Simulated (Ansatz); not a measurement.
# How far each method lies from UCCSDT(Q) for HGe–NH₂, triplet

Geometry: that of the HGe–NH2, singlet, kept fixed. The singlet lies 2.7 eV lower here.

```yaml
atoms:
  - { symbol: Ge, position_ang: [0.0000, -0.0292, 0.3354] }
  - { symbol: N, position_ang: [0.0000, 0.0337, -1.4792] }
  - { symbol: H, position_ang: [0.0000, 1.5671, 0.4649] }
  - { symbol: H, position_ang: [0.0000, 0.8718, -2.0380] }
  - { symbol: H, position_ang: [0.0000, -0.8031, -2.0403] }
```

Basis cc-pVDZ; Ansatz 0.2.0. Only valence electrons are correlated (noble-gas cores and the filled d shells of p-block atoms frozen), which leaves 12 electrons in 41 orbitals. Prefix R: restricted or restricted open-shell reference; prefix U: unrestricted. Active spaces: valence = (12e, 11o) chosen from the atoms' valence shells. No spin–orbit coupling is included, and no scalar relativity.

Full CI isn't at hand for all of this; UCCSDT(Q) serves as the reference, and is uncertain by about the last step of the cluster series. The frozen core follows each run's orbitals, which can shift R against U totals by a few meV for light atoms and by up to 0.1 eV past Ca.

```
UHF ⟨S²⟩                          : 2.008
T1 diagnostic (RCCSD)             : 0.0235
largest doubles amplitude (RCCSD) : 0.039
T1 diagnostic (UCCSD)             : 0.0178
```

| level | E − E(UCCSDT(Q)) (mEh) | share of correlation (%) | wall time |
| --- | --- | --- | --- |
| UHF | 271.55 | 1.00 | – |
| UMP2 | 33.35 | 87.84 | – |
| UCCSD | 8.00 | 97.08 | – |
| UCCSD(T) | 1.34 | 99.51 | 9 s |
| UCCSDT | 0.59 | 99.78 | – |

The correlation energy at UCCSDT(Q), counted from RHF, is -7.464 eV. That run took 7 s on 2 threads of AMD EPYC 7R13 with a shared H100 80 GB, shared host.

Run but not shown, since their state or frozen core can't be matched to the reference's or they repeat it: RHF, RMP2, RCCSD, RCCSD(T), BCCD(T), RCCSDT, RCCSDT(Q), CASSCF (valence space), NEVPT2 (valence space), NEVPT4(SD) (valence space), MRCISD (valence space), MRCISD+Q (valence space).

Times hold each run's SCF and search for its determinant on a shared host, so for small cases they say little of a method's own cost; they ran on 1 thread of AMD EPYC 7R13.

Natural occupations of CASSCF (valence space) about the gap: 1.979 1.977 1.962 1.005 1.004 0.030 0.023 0.021 0.019; effectively unpaired electrons, Σ n²(2−n)², 2.02.
